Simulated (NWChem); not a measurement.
Molecule: water (H2O); SMILES O

All runs: NWChem. Structure relaxed at the PBE-D3(BJ)/def2-SVP level. Level: B3LYP/def2-SVP with COSMO at NWChem's default radii, gas-phase geometry; rows give the dielectric constant.

For dielectric constant 7.6:

| Property | Value |
|---|---|
| electrostatic solvation energy (kcal/mol) | -5.8 |
| dipole in solution (D) | 2.28 |

### Question
How do the values read with dielectric constant 2.0 instead?

### Answer
- electrostatic solvation energy (kcal/mol): -3.2
- dipole in solution (D): 2.17
